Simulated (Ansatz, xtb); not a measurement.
**Two isomers of C3H5NO**

We compare a, `C/C=N/C=O`, a singlet, with b, `C/C=N\C=O`, a singlet. Both are isolated molecules in the gas phase, relaxed with r2SCAN-D4/def2-SVP; the shapes shown needn't be the lowest conformers.

a (Å):

```yaml
atoms:
  - { symbol: C, position_ang: [1.0087, -2.2296, -2.5654] }
  - { symbol: C, position_ang: [0.7794, -1.5509, -1.2635] }
  - { symbol: C, position_ang: [-0.5570, -0.7082, 0.4325] }
  - { symbol: N, position_ang: [-0.3740, -1.4564, -0.7283] }
  - { symbol: O, position_ang: [-0.2363, 0.4496, 0.5663] }
  - { symbol: H, position_ang: [1.7160, -3.0674, -2.4431] }
  - { symbol: H, position_ang: [0.0645, -2.5991, -2.9866] }
  - { symbol: H, position_ang: [1.4836, -1.5275, -3.2720] }
  - { symbol: H, position_ang: [1.6695, -1.1192, -0.7586] }
  - { symbol: H, position_ang: [-1.1122, -1.2793, 1.2177] }
```

b (Å):

```yaml
atoms:
  - { symbol: C, position_ang: [-1.2808, -1.0957, -1.2463] }
  - { symbol: C, position_ang: [-0.8384, -0.0278, -0.2985] }
  - { symbol: C, position_ang: [-0.5854, -1.3364, 1.6634] }
  - { symbol: N, position_ang: [-0.5907, -0.1568, 0.9413] }
  - { symbol: O, position_ang: [0.2488, -2.2082, 1.5690] }
  - { symbol: H, position_ang: [-1.3263, -2.0857, -0.7730] }
  - { symbol: H, position_ang: [-0.5834, -1.1408, -2.0995] }
  - { symbol: H, position_ang: [-2.2667, -0.8370, -1.6686] }
  - { symbol: H, position_ang: [-0.7273, 0.9859, -0.7245] }
  - { symbol: H, position_ang: [-1.3954, -1.3508, 2.4385] }
```

Energies in hartree; the thermal terms are from r2SCAN-D4/def2-SVP harmonic frequencies (ideal gas, rigid rotor, one conformer each, 298.15 K, 1 atm) and include the zero-point energy:

|  | a | b |
| --- | --- | --- |
| E, CCSD(T)/def2-SVP | −246.424927 | −246.421445 |
| E, MP2/def2-SVP | −246.360123 | −246.356718 |
| E, MP2/def2-TZVPP | −246.818063 | −246.815568 |
| zero-point energy | 0.077315 | 0.077440 |
| H(298 K) − E | 0.084046 | 0.084139 |
| G(298 K) − E | 0.048344 | 0.048319 |

Q: Correct the CCSD(T) difference for the basis set by the MP2 change, then work out ΔE, ΔE₀, ΔH and ΔG for a → b in kcal/mol (1 Eh = 627.51 kcal/mol) and the equilibrium ratio [b]/[a].

A: 1. Differences b − a: CCSD(T) +0.003482, MP2 in the small set +0.003405, MP2 in the large set +0.002495 Eh.
2. ΔE = +0.003482 + (+0.002495 − (+0.003405)) = +0.002572 Eh = +1.61 kcal/mol.
3. ΔE₀ = ΔE + ΔZPE = +0.002572 + (+0.000125) Eh = +1.69 kcal/mol.
4. ΔH = ΔE + (+0.000093) Eh = +1.67 kcal/mol.
5. ΔG = ΔE + (−0.000025) Eh = +1.60 kcal/mol, so ΔS = (ΔH − ΔG)/T = +1.0 J/(mol K).
6. kT = 0.9442 mEh, so K = [b]/[a] = exp(−ΔG/kT) = exp(−2.70) ≈ 0.067.

Structure a is favoured at this temperature. An error of 1 kcal/mol in ΔG would change K by a factor of 5.4. GFN2-xTB, HF/STO-3G gave ΔE the other sign. Mirror images and further conformers aren't counted.

As drawn, both hold the same kinds of bond in the same numbers.

Other levels gave ΔE = −0.7 (GFN2-xTB); −0.6 (HF/STO-3G, GFN2-xTB geometries); +0.1 (r2SCAN-D4/def2-SVP//GFN2-xTB); +0.9 (r2SCAN-D4/def2-SVP); +2.7 (HF/def2-SVP); +2.1 (MP2/def2-SVP); +2.2 (CCSD(T)/def2-SVP) kcal/mol. The correlated steps freeze 5 core orbitals. Programs: Ansatz 0.2.0, xtb 6.7.1.
